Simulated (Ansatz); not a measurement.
System: bcc Ba. Method: HSE06 in Ansatz (plane waves, PAW).

Numerical settings: plane-wave cutoff 520 eV, 10×10×10 k mesh, Fermi–Dirac smearing 0.071 eV (set by the program), scalar-relativistic PAW data made under PBE.

Computed at the level's own relaxed cell.

Hill averages of the elastic tensor: K = 8.0 GPa, G = 5.2 GPa. Volume 67.213 Å³/atom, mean atomic mass 137.327 u.

Work out the density, the sound velocities of a polycrystal and the elastic Debye temperature at this level.

ρ = 1.66054 × 137.327/67.213 = 3.393 g/cm³. v_l = √[(K + 4G/3)/ρ] = 2.098 km/s and v_t = √(G/ρ) = 1.238 km/s. The mean follows from 3/v_m³ = 1/v_l³ + 2/v_t³: v_m = 1.372 km/s. Θ_D = (ħ/k_B) v_m (6π²/V)^(1/3) = 76.38 K Å s/km × 1.372 × 0.9587 Å⁻¹ = 100 K, counting all atoms of the cell.

Note: hybrids on metals are sensitive to the k mesh.

Ansatz is a program for electronic structure.
